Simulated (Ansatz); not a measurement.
What a trial cell of Sr3O relaxes into

These are results of DFT PBE, scalar-relativistic, plane waves, PAW in Ansatz 0.2.0, not measurements. Cutoff 420 eV, Γ-centred k mesh, Gaussian smearing, no spin polarisation in the final step.

The start puts Sr3O on the sites of a reported Cu3Pd cell (P4/mmm, No. 123), with O in place of Pd, Sr in place of Cu, at a guessed volume.

```xyz
4
Lattice="4.6680 0.0000 0.0000 0.0000 4.6680 0.0000 0.0000 0.0000 4.6200" Properties=species:S:1:pos:R:3 pbc="T T T"
Sr    0.0000    2.3340    2.3100
Sr    2.3340    0.0000    2.3100
Sr    2.3340    2.3340    0.0000
O     0.0000    0.0000    0.0000
```

Cell and atoms relax at zero pressure; the relaxation can't lower the symmetry of the start. After a coarse first stage the cell is made exact in the group found at 0.06 Å.

The zero of energy is the elements' standard structures at the same level (O₂ as a molecule); no fitted shifts are applied.

(1) Describe the relaxed structure.

(2) What are its volume, energy, density and gap?

Answers

(1) It keeps P4/mmm (No. 123). Conventional cell: a = 5.573 Å, c = 4.583 Å. Sr on Wyckoff site e (2 atoms of the primitive cell) has 4 O at 3.61 Å, 4 Sr at 3.61 Å, 4 Sr at 3.94 Å and 2 Sr at 4.58 Å; around Sr on Wyckoff site c (1 atom of the primitive cell) lie 8 Sr at 3.61 Å, 4 O at 3.94 Å and 2 Sr at 4.58 Å; around O lie 8 Sr at 3.61 Å, 4 Sr at 3.94 Å and 2 O at 4.58 Å.

```xyz
4
Lattice="5.5732 0.0000 0.0000 0.0000 5.5732 0.0000 0.0000 0.0000 4.5827" Properties=species:S:1:pos:R:3 pbc="T T T"
Sr    0.0000    2.7866    2.2913
Sr    2.7866    0.0000    2.2913
Sr    2.7866    2.7866    0.0000
O     0.0000    0.0000    0.0000
```

(2) The volume per atom is 35.59 Å³. The density is 3.25 g/cm³. The energy over the elements is 0.06 eV/atom and the gap on the 10×10×10 mesh is 0 eV (a metal).

The final run used a 10×10×10 mesh on its 4-atom cell and 0.10 eV smearing. The k mesh leaves about 4 meV/atom of noise in metals. A structure relaxed within its symmetry needn't be a true minimum. The steps took of the order of 3 core-minutes in all.